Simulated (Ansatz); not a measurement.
# C2HCl3: small, medium and large basis sets

The task here is to estimate one member of a computed series from the others.

The runs use Ansatz 0.2.0, Gaussian basis; one geometry, several basis sets.

Levels to be run: PBE0-D4/def2-SVP; ωB97M-V/def2-SVP; PBE0-D4/def2-QZVPP; ωB97M-V/def2-QZVPP; the functionals' def2-TZVPP values are taken from earlier runs.

## The geometry

The geometry comes from an earlier relaxation with PBE0-D4 in a triple-zeta def2 set; it is a stationary point.

SMILES `ClC=C(Cl)Cl`, 6 atoms, charge 0, spin multiplicity 1.

Atoms are counted from 1 here; the program's logs count them from 0.

Bond lengths: Cl1–C2 1.701 Å, C2–C3 1.329 Å, C2–H6 1.081 Å, C3–Cl4 1.702 Å, C3–Cl5 1.714 Å. Angles: Cl1–C2–C3 123.9°, Cl1–C2–H6 115.6°, C3–C2–H6 120.6°, C2–C3–Cl4 124.1°, C2–C3–Cl5 120.1°, Cl4–C3–Cl5 115.8°.

The first run:

Input file in.yaml:

```yaml
crystal:
  periodic: [false, false, false]
  atoms:
    - {symbol: Cl, position_ang: [-0.078578, -1.861523, 1.063608]}
    - {symbol: C, position_ang: [0.274618, -0.259181, 0.613243]}
    - {symbol: C, position_ang: [-0.161851, 0.308570, -0.506387]}
    - {symbol: Cl, position_ang: [-1.137866, -0.478489, -1.657144]}
    - {symbol: Cl, position_ang: [0.253130, 1.932060, -0.865045]}
    - {symbol: H, position_ang: [0.892648, 0.294563, 1.305525]}
basis:
  gaussian: {orbitals: def2-SVP}
hamiltonian: {xc: pbe0, dispersion: d4}
output: {orbitals: {seedname: orbitals}}
```

On the command line:

```
$ ansatz run in.yaml --threads 4 --pin off --events-out ev --progress --plain --max-ram 10444MiB
```

Steps of the session up to this table: PBE0-D4 in def2-SVP; ωB97M-V in def2-SVP; PBE0-D4 in def2-QZVPP; ωB97M-V in def2-QZVPP.

One table of the session follows, with a row left open; its other results are not shown here.

It belongs to the step «Density functionals: the series». 

| functional | basis | HOMO (eV) |
| --- | --- | --- |
| PBE0-D4 | def2-SVP | -7.19 |
| PBE0-D4 | def2-TZVPP | -7.32 |
| PBE0-D4 | def2-QZVPP | ? |
| ωB97M-V | def2-SVP | -9.26 |
| ωB97M-V | def2-TZVPP | -9.43 |
| ωB97M-V | def2-QZVPP | -9.48 |

**Question.** Estimate the row for PBE0-D4, def2-QZVPP.

**Answer.** HOMO (eV): -7.36. In the column «HOMO (eV)» it lies between ωB97M-V, def2-SVP (-9.26) and PBE0-D4, def2-TZVPP (-7.32).
